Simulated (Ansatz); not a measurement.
# CH4AlN: the cost of one run

All numbers are computed with Ansatz 0.2.0 through its Python package. The levels of theory stand in the script.

### Step 1. The structure

Bond lengths: C1–N2 1.216 Å, N2–Al3 1.878 Å, C1–H4 1.046 Å, C1–H5 1.126 Å, Al3–H6 1.612 Å, Al3–H7 1.650 Å. Angles: C1–N2–Al3 122.3°, N2–C1–H4 122.1°, N2–C1–H5 123.4°, H4–C1–H5 114.5°, N2–Al3–H6 121.8°, N2–Al3–H7 120.5°, H6–Al3–H7 117.8°.

The script reads ch4aln.xyz:

```xyz
7

C    -1.20710   -0.26320   -0.66870
N    -0.20080   -0.83320   -0.29150
Al    1.18080    0.06200    0.61250
H    -1.95850   -0.75750   -1.20300
H    -1.38910    0.83760   -0.51880
H     1.10220    1.63940    0.93300
H     2.53360   -0.75320    1.09080
```

### Step 2. The script

ch4aln_composite.py reads:

```python
# -*- coding: utf-8 -*-
"""Relax CH4AlN cheaply, then refine its energy."""

import itertools

import ansatz as az
from ase.data import atomic_numbers, covalent_radii
import numpy as np

geometry = az.Crystal.molecule_from_extxyz("ch4aln.xyz")

calculation = geometry.calculation().basis(gaussian="def2-SVP").functional("b3lyp")
symbols = [site.symbol for site in geometry.cartesian_sites]
start = np.array([site.position_ang for site in geometry.cartesian_sites], dtype=float)
r = calculation.relax(force_tolerance=0.01, max_steps=100).run(threads=1, pin="off").report
end = np.array(r["positions_ang"])
# pairs closer than 1.2 times the sum of covalent radii, before or after
radius = [covalent_radii[atomic_numbers[s]] for s in symbols]
span = lambda where, i, j: np.linalg.norm(where[i] - where[j])
bonded = [(i, j) for i, j in itertools.combinations(range(len(symbols)), 2) if min(span(start, i, j), span(end, i, j)) < 1.2 * (radius[i] + radius[j])]
print("pair        before    after (A)")
for i, j in bonded:
    print(f"{symbols[i]}{i}-{symbols[j]}{j}".ljust(10), f"{span(start, i, j):8.4f} {span(end, i, j):8.4f}")

minimum = az.Crystal.molecule()
for symbol, place in zip(symbols, end):
    minimum = minimum.atom(symbol, place.tolist())
at_minimum = minimum.calculation()
# MP2 extrapolated to the basis limit, plus the small-basis difference CCSD(T) - MP2
level = lambda method, basis: at_minimum.basis(gaussian=basis).correlation(method).run(threads=1, pin="off").report
small, large, cluster = level("mp2", "cc-pVDZ"), level("mp2", "cc-pVTZ"), level("ccsd_t", "cc-pVDZ")
corr = lambda each: (each["free_energy_ev"] - each["reference_energy_ev"]) / 27.211386246
mp2_limit = (27 * corr(large) - 8 * corr(small)) / 19
pieces = {"HF / cc-pVTZ": large["reference_energy_ev"] / 27.211386246, "MP2 correlation, DZ-TZ limit": mp2_limit, "CCSD(T) - MP2 / cc-pVDZ": corr(cluster) - corr(small)}
for name, value in pieces.items():
    print(f"{name:32s} {value:14.6f} Ha")
print(f"{'sum':32s} {sum(pieces.values()):14.6f} Ha")
print("T1 diagnostic", round(cluster["correlation"]["coupled_cluster"]["t1_diagnostic"], 4))
```

### Step 3. The input behind the calls

The package turns the script's settings into the engine's input (first run):

```yaml
crystal:
  periodic: [false, false, false]
  atoms:
    - { symbol: C, position_ang: [-1.2071, -0.2632, -0.6687] }
    - { symbol: "N", position_ang: [-0.2008, -0.8332, -0.2915] }
    - { symbol: Al, position_ang: [1.1808, 0.062, 0.6125] }
    - { symbol: H, position_ang: [-1.9585, -0.7575, -1.203] }
    - { symbol: H, position_ang: [-1.3891, 0.8376, -0.5188] }
    - { symbol: H, position_ang: [1.1022, 1.6394, 0.933] }
    - { symbol: H, position_ang: [2.5336, -0.7532, 1.0908] }
basis:
  gaussian:
    orbitals: def2-SVP
hamiltonian:
  xc: b3lyp
relax:
  f_tol: 0.01
  max_steps: 100
```

### Step 4. Running it

Run with:

```console
$ python ch4aln_composite.py
```

What time and memory should one allow on 1 thread of Arm Neoverse V2, shared host?

About 26 s, with a peak of 0.29 GiB.
